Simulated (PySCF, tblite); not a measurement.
Species: ClH5Si2.
Bonds: Si1–Si2, Si2–Cl3. Hydrogens: H4, H5, H6 on Si1; H7, H8 on Si2.

Computed with GFN2-xTB (tblite), gas phase: Langevin dynamics at 300 K from the optimised GFN2-xTB geometry, time step 0.5 fs, friction 0.01 fs⁻¹, 2000 steps. Over the second half of the run the saved frames average 268 K.

Frame at 250 fs, instantaneous temperature 332 K:
```
atom  x, y, z in Å
Si1     1.142    0.058    0.231
Si2    -0.907   -0.650   -0.464
Cl3    -1.872    0.704   -1.669
H4      1.075    1.267    1.232
H5      1.791   -1.117    0.798
H6      2.017    0.513   -0.834
H7     -1.762   -0.819    0.758
H8     -1.066   -1.932   -1.215
```

Frame at 425 fs, instantaneous temperature 478 K:
```
atom  x, y, z in Å
Si1     0.955   -0.030   -0.118
Si2    -1.314   -0.640   -0.439
Cl3    -1.740    0.529   -2.038
H4      1.647    0.317   -1.401
H5      1.206    1.076    0.826
H6      1.684   -1.119    0.442
H7     -2.266   -0.237    0.590
H8     -1.533   -2.033   -1.006
```

Frame at 625 fs, instantaneous temperature 321 K:
```
atom  x, y, z in Å
Si1     0.606    0.335   -0.255
Si2    -1.389   -0.710   -0.919
Cl3    -2.224    0.321   -2.436
H4      1.548   -0.745    0.010
H5      1.138    1.378   -1.012
H6      0.365    0.814    1.062
H7     -2.244   -0.832    0.292
H8     -1.346   -2.106   -1.469
```

Frame at 800 fs, instantaneous temperature 250 K:
```
atom  x, y, z in Å
Si1     0.443    0.389    0.147
Si2    -1.474   -0.765   -0.794
Cl3    -2.248    0.446   -2.237
H4      0.546    0.056    1.590
H5      1.754    0.143   -0.537
H6      0.184    1.874   -0.214
H7     -2.577   -1.010    0.076
H8     -1.225   -2.047   -1.517
```

Frame at 1000 fs, instantaneous temperature 246 K:
```
atom  x, y, z in Å
Si1    -0.205    0.311    0.104
Si2    -1.873   -0.589   -1.171
Cl3    -2.960    0.953   -1.909
H4     -0.376    0.090    1.551
H5      1.131   -0.212   -0.269
H6     -0.211    1.769   -0.078
H7     -2.638   -1.552   -0.375
H8     -1.231   -1.372   -2.303
```

Q: What do single points at PBE0/pcSseg-1 (PySCF, gas phase) give on these frames?

A: 
| t (fs) | GFN2-xTB E above start (eV) | DFT E above lowest frame (eV) | HOMO (eV) | LUMO (eV) | dipole (D) |
| --- | --- | --- | --- | --- | --- |
| 250 | 0.15 | 0.05 | -8.50 | -0.68 | 1.81 |
| 425 | 0.17 | 0.14 | -8.23 | -0.87 | 1.81 |
| 625 | 0.20 | 0.22 | -8.30 | -0.68 | 1.25 |
| 800 | 0.22 | 0.11 | -8.27 | -0.64 | 2.11 |
| 1000 | 0.12 | 0.00 | -8.37 | -0.72 | 1.23 |

The two levels order the frames alike by energy but for pairs within 0.08 eV at one level; measured from each level's lowest frame they differ by 0.14 eV at most. The HOMO–LUMO gap runs from 7.36 to 7.82 eV. These are instantaneous structures, not minima.

Q: And the isotropic GIAO shieldings (ppm) from the same runs?

A: 
```json
{"atom": "Si1", "250 fs": "457.5", "425 fs": "452.8", "625 fs": "469.6", "800 fs": "440.0", "1000 fs": "455.0", "mean": "455.0", "range": "29.6"}
{"atom": "Si2", "250 fs": "377.6", "425 fs": "379.5", "625 fs": "380.4", "800 fs": "377.9", "1000 fs": "384.7", "mean": "380.0", "range": "7.1"}
{"atom": "Cl3", "250 fs": "1051.2", "425 fs": "1038.0", "625 fs": "1041.9", "800 fs": "1038.6", "1000 fs": "1041.3", "mean": "1042.2", "range": "13.2"}
{"atom": "H4", "250 fs": "26.6", "425 fs": "27.6", "625 fs": "28.5", "800 fs": "27.5", "1000 fs": "27.9", "mean": "27.6", "range": "1.9"}
{"atom": "H5", "250 fs": "28.3", "425 fs": "27.8", "625 fs": "29.3", "800 fs": "27.2", "1000 fs": "27.9", "mean": "28.1", "range": "2.1"}
{"atom": "H6", "250 fs": "28.2", "425 fs": "28.7", "625 fs": "28.9", "800 fs": "26.7", "1000 fs": "28.1", "mean": "28.1", "range": "2.2"}
{"atom": "H7", "250 fs": "25.9", "425 fs": "26.1", "625 fs": "26.1", "800 fs": "26.7", "1000 fs": "26.4", "mean": "26.2", "range": "0.8"}
{"atom": "H8", "250 fs": "25.8", "425 fs": "25.4", "625 fs": "25.8", "800 fs": "25.9", "1000 fs": "25.9", "mean": "25.8", "range": "0.5"}
```

What follows is the cost of the whole dynamics run. Time: 5.5 s; peak memory 0.18 GiB. Hardware: one thread of an INTEL XEON PLATINUM 8581C at 2.10 GHz, shared host with 64 logical CPUs at a one-minute load of 3.7.
